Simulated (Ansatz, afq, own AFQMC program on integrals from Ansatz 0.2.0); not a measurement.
Two steps: Ansatz 0.2.0 writes the Fock matrix and Cholesky factors of the valence space, and afq projects on them the lowest state that overlaps trial and start.

```yaml
crystal:
  periodic: [false, false, false]
  atoms:
    - {symbol: Al, position_ang: [0.000000, -0.107766, 0.567543]}
    - {symbol: C, position_ang: [0.000000, 0.196500, -1.243154]}
    - {symbol: H, position_ang: [0.000000, 0.856617, 1.824835]}
    - {symbol: H, position_ang: [0.000000, -0.313338, -2.203862]}
basis:
  gaussian: {orbitals: cc-pVDZ}
magnetization: {spin_polarized: false, initial_magnetization: 1}
correlation: {method: ccsd_t, electrons: outside_noble_gas, hamiltonian_folder: ham}
```

```sh
$ ansatz run in.yaml --threads 1 --pin off --events-out ev --progress --plain --max-ram 1382MiB
```

afq runs on the folder ham with

```
--method phaseless --trial hf --walkers 120 --populations 1 --least-time 40 --time-step 0.005 --steps-per-block 20 --equilibration-blocks 112 --max-blocks 600 --target-error 0.00108 --factor-cut 1e-05 --start spin_pure --seed 1846 --taylor-order 6
```

Times are imaginary, in 1/Eh. The walk had a cap of 1011 s.

afq prints:

```
orbitals 36  electrons 5 4  factors 271 of 401
reference energy -280.79135996 Eh
CCSD correlation -0.21594719 Eh in 16 cycles, weight of the determinant in the CISD state 0.8258
energy of the start -280.791361 Eh
 block  time / (1/Eh)  mean weight  energy / Eh
     1     0.100  1.0026  -280.830404
     2     0.200  1.0003  -280.863013
     3     0.300  1.0002  -280.888180
     4     0.400  1.0007  -280.900103
     5     0.500  1.0027  -280.919887
     8     0.800  1.0015  -280.955045
    18     1.800  0.9996  -281.047973
    69     6.900  1.0005  -280.986719
   120    12.000  1.0011  -281.041524
   171    17.100  0.9983  -281.003614
   222    22.200  1.0010  -281.033344
   239    23.900  1.0002  -280.986700
   273    27.300  1.0010  -281.003362
   324    32.400  0.9986  -281.038359
   375    37.500  1.0017  -281.018159
   426    42.600  0.9991  -281.007458
   443    44.300  1.0015  -281.074226
   477    47.700  0.9989  -281.031661
   528    52.800  1.0007  -281.013684
   579    57.900  0.9993  -281.015843
   630    63.000  0.9987  -280.990806
   681    68.100  0.9996  -281.014565
   698    69.800  0.9993  -281.011746
blocks merged  error / Eh  count
     1  0.000903  600
     2  0.001181  300
     4  0.001514  150
     8  0.001780  75
    16  0.002224  37
    32  0.002732  18
    64  0.002950  9
energy -281.012081 +/- 0.002732 Eh
(rows thinned)
```

The run passed its tests (sampling time, drift between the halves within three errors, error under three times the target), which doesn't prove that it has relaxed.

Against this walk (error 74.3 meV) on the same determinant: CCSD(T) 145.8 meV lower (within the noise), CCSDT(Q) 218.4 meV lower, a separate phaseless walk with a CISD trial and standard settings 148.2 ± 77.8 meV lower (within the noise). The error is statistical and leaves out the bias of the constraint.

Cautions: constraint bias not in the error; error above the target (74.3 against 29.4 meV); higher spins were not checked; a spin-contaminated unrestricted determinant lies lower (UHF 1.11 eV lower, ⟨S²⟩ 1.57); strong correlation (T1 0.043, weight of the determinant 0.83, largest double 0.21); the bias of populations of 120 walkers isn't removed.

The walk took 7 min on 1 thread of Arm Neoverse N1, with other jobs on the host. The log's last line is the phaseless energy.

CCSDT and higher add their correlation energy to the determinant of the CCSD(T) run, since their own runs factorise the integrals more tightly (a shift of under 2 meV). A walk keeps the symmetry of its determinant, which the program's search chose and which needn't be the lowest solution, so a lower state of the same spin and another symmetry isn't excluded.
